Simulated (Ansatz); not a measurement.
System: anatase TiO2 (metastable phase). Method: PBE0 in Ansatz (plane waves, PAW).

Numerical settings: plane-wave cutoff 520 eV, 8×8×8 k mesh, no spin polarisation, scalar-relativistic PAW data made under PBE.

Computed at the level's own relaxed cell.

Elastic tensor (GPa, Voigt notation, ions relaxed):

```
  373.1   165.1   159.3     0.0     0.0     0.0
  165.1   373.1   159.3     0.0     0.0     0.0
  159.3   159.3   228.4     0.0     0.0     0.0
    0.0     0.0     0.0    52.8     0.0     0.0
    0.0     0.0     0.0     0.0    52.8     0.0
    0.0     0.0     0.0     0.0     0.0    67.2
```

**Question.** Work out the Voigt, Reuss and Hill averages of the bulk and shear moduli, Young's modulus and Poisson's ratio from the printed constants.

**Answer.** K_V = [C11 + C22 + C33 + 2(C12 + C13 + C23)]/9 = [974.6 + 2 × 483.7]/9 = 215.8 GPa. G_V = [974.6 − 483.7 + 3 × 172.8]/15 = 67.3 GPa. From the compliances S = C⁻¹, K_R = 201.7 and G_R = 62.3 GPa. Hill means: K = 208.8, G = 64.8 GPa. E = 9KG/(3K + G) = 176 GPa, ν = (3K − 2G)/(6K + 2G) = 0.36, K/G = 3.22.

Static lattice: no zero-point or thermal effects.

Ansatz is an electronic-structure program.
